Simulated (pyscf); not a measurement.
Structures and frequencies: ωB97X-D3(BJ)/def2-SVP in PySCF.

Question: HO–GaH–AsH₂ → HGa=AsH + water (H₂O)
Surface: singlet. Broken: As–H, Ga–O. Formed: H–O. Give ΔE‡ and ΔE from PBE0-D3(BJ)/def2-TZVP, relative to the reactant's lowest minimum found.

Answer: ΔE‡ = 144.6 kJ/mol, ΔE = +156.5 kJ/mol. CCSD(T)/def2-TZVPP + ΔMP2(QZVPP) gives 161.7 kJ/mol and +152.7 kJ/mol. Zero-point energy shifts the barrier by -8.9 kJ/mol. It is an elimination, with an imaginary mode of 1327i cm⁻¹. On the product side the descent ends in an adduct with a Ga–O contact, 61.0 kJ/mol under the separated species and 56.4 kJ/mol under the saddle at ωB97X-D3(BJ)/def2-TZVP. At PBE0-D3(BJ) the saddle lies under the separated products, which points to a path from their complex (located at ωB97X-D3(BJ) alone), and parting the products costs more than the saddle. What is counted as broken (Ga–O) persists as a longer contact in the product adduct; parting that adduct is a step of its own. HGa=AsH lies 51.3 kJ/mol over its isomer Ga–AsH₂ [singlet], and others may lie lower still (electronic energy, ωB97M-D3(BJ)). This is the saddle that the search found; another between the same sides may lie lower. The CCSD(T) − MP2 part came from Ansatz, without density fitting, on the same reference. The frozen core leaves the outer d or s,p core shells of the metals and heavy elements correlated in the MP2 and CC values, and def2-TZVPP describes them poorly, which can shift differences by a few kcal/mol. Elements up to Kr have no core potential and no relativistic terms here.
